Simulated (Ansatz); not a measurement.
`CN(P)C=S`, charge 0, multiplicity 1.

**Question.** Give a relaxed structure at PBE0-D4/def2-TZVP (the Gaussian-basis code of Ansatz). (Estimate.)

**Answer.** The calculation gave: 
Cartesian coordinates in Å:
```
C 0.8981 0.1271 0.7436
N -0.1523 -0.0601 -0.2415
P -1.8191 0.2674 0.0863
C 0.1709 -0.5077 -1.4722
S 1.6676 -0.8771 -2.0017
H 1.4230 -0.8153 0.9164
H 0.4571 0.4834 1.6721
H 1.6319 0.8488 0.3771
H -1.6594 1.5401 0.7012
H -1.9154 -0.3993 1.3390
H -0.7025 -0.6074 -2.1203
```
Point group Cs.
This is one stationary point; other conformers may exist.
